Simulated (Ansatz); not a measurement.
```yaml
crystal:
  periodic: [false, false, false]
  atoms:
    - {symbol: F, position_ang: [-1.626457, -0.449996, -0.004366]}
    - {symbol: S, position_ang: [-0.320580, 0.638025, 0.005360]}
    - {symbol: S, position_ang: [1.284250, -0.371404, -0.002773]}
basis:
  gaussian: {orbitals: def2-TZVP}
magnetization: {spin_polarized: true, initial_magnetization: 1}
hamiltonian: {xc: pbe0}
relax: {f_tol: 0.004, max_steps: 80}
```

```sh
$ ansatz run in.yaml --threads 1 --pin off --events-out ev --progress --plain --max-ram 2176MiB
```

Steps of the relaxation (energy above the last step; positions in Å, forces in eV/Å):

```
3
step 1, 61.2 meV
F    -1.626   -0.450   -0.004    1.084    0.937    0.008
S    -0.321    0.638    0.005   -0.608   -1.264   -0.011
S     1.284   -0.371   -0.003   -0.476    0.327    0.003
```

```
3
step 2, 27.6 meV
F    -1.615   -0.442   -0.004    0.783    0.647    0.006
S    -0.321    0.625    0.005   -0.815   -0.629   -0.006
S     1.273   -0.366   -0.003    0.032   -0.018    0.000
```

```
3
step 3, 0.5 meV
F    -1.585   -0.428   -0.004   -0.056   -0.031    0.000
S    -0.340    0.613    0.005   -0.089    0.107    0.001
S     1.262   -0.368   -0.003    0.145   -0.076   -0.001
```

```
3
step 5, 0.0 meV
F    -1.589   -0.428   -0.004    0.000    0.001    0.000
S    -0.341    0.613    0.005    0.000   -0.001    0.000
S     1.266   -0.368   -0.003    0.000    0.000    0.000
```

Close pairs at the end: F1–S2 1.625 Å, S2–S3 1.883 Å.

A stationary point of unrestricted PBE0 after 5 steps, with ⟨S²⟩ = 0.756 against 0.75 for a pure state; no frequencies were run, so it isn't proven a minimum. 12 s on 1 thread of Intel Xeon 6975P-C, shared host.
